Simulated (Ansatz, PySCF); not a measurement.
C3H7, SMILES C[CH]C (connectivity only; charge and spin as stated), charge +1, multiplicity 1.

The structure is a stationary point at PBE-D3(BJ)/def2-TZVP. The spin state was assumed, not searched. The isomer is the one that the SMILES or the coordinates give; other isomers of the formula were not compared.

Vertical ionisation energy (IE) and electron affinity (EA) in eV. Rows of orbital energies are one-electron estimates. Where ΔSCF, EOM or ADC give a negative EA the extra electron is unbound and the value depends on the basis.

| level | IE | EA |
|---|---|---|
| −ε(HOMO), −ε(LUMO), PBE0/def2-TZVPD (PySCF) | 16.70 | 9.23 |
| −ε(HOMO), −ε(LUMO), PBE/def2-TZVPD (PySCF) | 15.17 | 10.29 |
| ΔSCF, CAM-B3LYP/def2-SVPD (Ansatz), final states of multiplicity 2 and 2 | 19.43 | 7.10 |
| ΔSCF, PBE/def2-SVPD (Ansatz), final states of multiplicity 2 and 2 | 18.72 | 6.92 |

Task: What vertical singlet–triplet gap does ΔSCF give with CAM-B3LYP/def2-SVPD (Ansatz, a quantum-chemistry and plane-wave program) and with PBE/def2-SVPD (Ansatz)? (An estimate is asked for; the answer gives what the named calculation found.)

Result: 5.15 and 4.72 eV (triplet above singlet where positive).
